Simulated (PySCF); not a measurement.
**Nitrogen: a sound run and one with changed settings**

Sound run: N [He] 2s2 2p3, N⁺ [He] 2s2 2p2. Calculation: PySCF 2.14, in def2-TZVP; the non-relativistic Hamiltonian (point nucleus). In the sound run the correlated levels freeze 1s2. The sound run starts from symmetry-adapted Hartree-Fock orbitals and uses a fine grid where one is needed.

Changed run: a valence shell is frozen. This setting is unsound on purpose.

| species | method | sound run (hartree) | changed run (hartree) | converged |
| --- | --- | --- | --- | --- |
| N | MP2 | -54.49761 | -54.42578 | yes |
| N | CCSD(T) | -54.51594 | -54.43076 | yes |
| N⁺ | MP2 | -53.96240 | -53.89936 | yes |
| N⁺ | CCSD(T) | -53.98519 | -53.90116 | yes |

Ionisation energy of N:

```csv
method,sound run (eV),changed run (eV)
UHF,13.898,13.898
MP2,14.564,14.325
SCS-MP2,14.311,14.040
CCSD,14.424,14.407
CCSD(T),14.442,14.411
```

Freezing a valence shell removes pair correlation that changes on ionisation.

For comparison, NIST gives 14.534 eV between the lowest levels.
